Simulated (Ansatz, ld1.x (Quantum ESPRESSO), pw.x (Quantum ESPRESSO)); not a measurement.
## barium (Ba): one change to the TM potential, in the atom and in the bcc crystal

ld1.x (Quantum ESPRESSO) 7.5 input, shortened:

```
&input
   title='Ba', zed=56., rel=1, dft='PBE', iswitch=3,
   config='[Xe] 5d0 6s1.75 6p0.25'
 /
 &inputp
   pseudotype=2, tm=.true., lloc=0,
   nlcc=.true., new_core_ps=.true., rcore=3.65
 /
3
6P  2  1   0.25   0.00  4.20  4.20  0.0
5D  3  2   0.00   0.00  3.50  3.50  0.0
6S  1  0   1.75   0.00  3.80  3.80  0.0
 &test
   configts(1)='5d0 6s1.75 6p0.25'
 /
```

Change: all radii but the core radius scaled by about 0.80 (s 3.04, p 3.36, d 2.80 bohr).

Cutoffs, loose and tight: the cutoffs (Ry, on a coarse ladder) from which the occupation-weighted sum of valence levels, in a spherical-Bessel basis at the reference potential, stays within 10 and 1 mRy of its value at 400 Ry. They do not see the model core or the augmentation charge, which bear on the density cutoff. Test errors are all-electron minus pseudo excitation energies from the reference, over the configurations 5d0 6s2 6p0; 5d0 6s1 6p0; 5d0 6s1.5 6p0; 5d1 6s0 6p0; 5d0.5 6s1.5 6p0; 5d0 6s0 6p2; 5d1 6s1 6p0; variants that change the core or the reference have their own tests.

Crystal test: bcc Ba in pw.x 7.5, no spin, 9³ k-points, Fermi–Dirac smearing 0.01 Ry, cutoffs set for each file from its atomic test. The reference is all-electron LAPW (Ansatz 0.2.0) with the same functional, mesh and smearing; V0 and B0 come from Birch–Murnaghan fits to the pressures at five volumes. Errors are pseudo minus all-electron; Δ is the rms difference of the E(V) curves that follow from these fits, minima aligned, over ±6 % about the mean V0. Mesh and smearing are coarse, so the numbers serve the comparison and aren't converged zero-temperature values; the lattice is a test structure that the element need not adopt.

All-electron: a0 = 5.031 Å (V0 = 63.67 Å³/atom), B0 = 8.4 GPa.

Q: Does the change bring the crystal closer to the all-electron result?

A: The mean pressure error goes from +0.44 to -4.15 GPa, so the change moves the solid further from the all-electron pressures.

```
                       quantity       base    changed
                 outcome (atom)  generated  generated
           cutoff, loose (atom)       6 Ry      12 Ry
           cutoff, tight (atom)       6 Ry      25 Ry
            bound ghosts (atom)       none          p
largest test error (meV) (atom)        -53        -23
           cutoffs in pw.x (Ry)     50/200     50/200
                         a0 (Å)      5.106          –
                   a0 error (%)      +1.48          –
                   B0 error (%)       +7.6          –
                   Δ (meV/atom)        5.6          –
      mean pressure error (GPa)      +0.44      -4.15
```

A dash: not determined, or the minimum lies outside the volumes sampled.

Base: This is a poor potential for the solid. Changed file: This is a poor potential for the solid. The pseudo pressure rises with volume over the whole range, a mechanical instability. Note: ghost state, extra bound levels that the all-electron valence spectrum of the same l lacks: p at -30.9 eV. A true bound ghost makes a file unfit for plane-wave use. The atomic cutoffs weigh occupied waves only.
